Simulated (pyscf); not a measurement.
A first-order saddle from PySCF, ωB97X-D3(BJ)/def2-SVP:

```
Ge
H 1 1.5231
H 1 1.5449 2 112.27
H 1 1.7270 2 122.56 3 112.91
Cl 4 1.5795 1 163.21 2 86.98
Cl 1 2.1353 2 111.50 3 -120.57
Cl 4 2.3813 5 75.99 1 38.41
```
Charge 0, spin multiplicity 1.

Surface: singlet, charge 0. Lowest wavenumbers (cm⁻¹): 2043i, 32, 64, 116, 246.

### Question
Name the species on either side of this saddle.

### Answer
Cl–GeH₃ (SMILES [Cl][GeH3]) + Cl–Cl (SMILES ClCl) ⇌ Cl–GeH₂–Cl (SMILES [Cl][GeH2][Cl]) + HCl (SMILES Cl), a four-centre exchange read from left to right: Ge–H, Cl–Cl broken and Cl–Ge, Cl–H formed. At ωB97M-D3(BJ)/def2-TZVP it lies +2.88 eV from the left side and +5.38 eV from the right (each side as separated species at their lowest minima found). The same reactants have a lower exit, to Cl• + Cl• + Cl–GeH₃ (no saddle counted: cutting one bond costs +2.55 eV at ωB97M-D3(BJ), against +2.88 eV here). This is the saddle that the search found; another between the same sides may lie lower. One closed-shell reference is unstable to symmetry breaking; treat the single-reference values with care. Elements up to Kr have no core potential and no relativistic terms here.
